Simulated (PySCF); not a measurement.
# AlP⁺, PBE0: how much the basis matters

PySCF, UKS reference; quartet, unpaired electrons σ ↑, π ↑↑; De to Al⁺ + P without counterpoise correction.

```json
{"basis": "pcseg-1", "relativity": "no relativity", "functions": "36", "Re (Å)": "2.488", "ωe (cm⁻¹)": "251", "De (eV)": "0.66", "μ (D)": "-3.47"}
{"basis": "def2-SVPD", "relativity": "no relativity", "functions": "48", "Re (Å)": "2.479", "ωe (cm⁻¹)": "260", "De (eV)": "0.85", "μ (D)": "-3.18"}
{"basis": "def2-TZVP", "relativity": "no relativity", "functions": "74", "Re (Å)": "2.460", "ωe (cm⁻¹)": "268", "De (eV)": "0.84", "μ (D)": "-3.08"}
{"basis": "def2-TZVPPD", "relativity": "no relativity", "functions": "96", "Re (Å)": "2.460", "ωe (cm⁻¹)": "268", "De (eV)": "0.84", "μ (D)": "-3.05"}
```

Problem. How does each smaller set differ from the one with most functions, def2-TZVPPD?

Solution. pcseg-1: +2.8 pm, -6.3 % in ωe, -0.18 eV in De; def2-SVPD: +1.9 pm, -3.0 % in ωe, +0.01 eV in De; def2-TZVP: +0.0 pm, +0.0 % in ωe, +0.00 eV in De. All at PBE0; the set with most functions is neither the basis-set limit nor always the best.

A positive dipole points towards P; it is taken about the centre of mass and depends on that origin. For an ion De counts to the pair picked by the measured ionisation energies or electron affinities, which need not be the lowest pair at this level. The state is the lowest determinant that a PBE0 search found; another state may lie lower at other levels.
